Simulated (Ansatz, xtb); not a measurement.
## Isomers of CH7BSi in order of energy

5 gas-phase structures of CH7BSi, found in a search over its isomers (lower ones may exist). Each was relaxed with GFN2-xTB:

A. `[BH3-][SiH+]C`, a singlet
B. `C[BH2-][SiH2+]`, a singlet
C. `B[SiH2]C`, a singlet
D. `BC[SiH3]`, a singlet
E. `CB[SiH3]`, a singlet

Question: Estimate their order in r2SCAN-D4/def2-SVP energy at these geometries, lowest first.

Answer: Calculated order at r2SCAN-D4/def2-SVP: D (0.0), E (28.9), C (53.1), A (96.3), B (146.8) kJ/mol.

Energies above the lowest of each column, in kJ/mol; the last columns are at B3LYP-D3(BJ)/def2-SVP geometries and were run for some of them only (a dash: not run or not comparable):

```json
{"structure": "D", "GFN2-xTB": "0.0", "HF/STO-3G": "0.0", "r2SCAN-D4/def2-SVP": "0.0", "B3LYP-D3(BJ)/def2-SVP": "0.0", "CCSD(T)/def2-TZVP": "0.0"}
{"structure": "E", "GFN2-xTB": "43.4", "HF/STO-3G": "30.8", "r2SCAN-D4/def2-SVP": "28.9", "B3LYP-D3(BJ)/def2-SVP": "24.2", "CCSD(T)/def2-TZVP": "31.9"}
{"structure": "C", "GFN2-xTB": "58.8", "HF/STO-3G": "34.3", "r2SCAN-D4/def2-SVP": "53.1", "B3LYP-D3(BJ)/def2-SVP": "47.7", "CCSD(T)/def2-TZVP": "45.7"}
{"structure": "A", "GFN2-xTB": "41.0", "HF/STO-3G": "150.2", "r2SCAN-D4/def2-SVP": "96.3", "B3LYP-D3(BJ)/def2-SVP": "–", "CCSD(T)/def2-TZVP": "–"}
{"structure": "B", "GFN2-xTB": "54.7", "HF/STO-3G": "200.1", "r2SCAN-D4/def2-SVP": "146.8", "B3LYP-D3(BJ)/def2-SVP": "–", "CCSD(T)/def2-TZVP": "–"}
```

Every level run on D puts it lowest or level with the lowest. Flexible structures stand in one conformer each, not always the lowest. Frequencies (B3LYP-D3(BJ)/def2-SVP) were run for C, D, E alone.

Over these structures GFN2-xTB departs from r2SCAN-D4/def2-SVP by 38.6 kJ/mol on average once a common shift is removed. A GFN2-xTB relaxation took about 0.57 s and the r2SCAN-D4/def2-SVP energy about 4.3 s on a shared host (Ansatz 0.2.0, xtb 6.7.1).
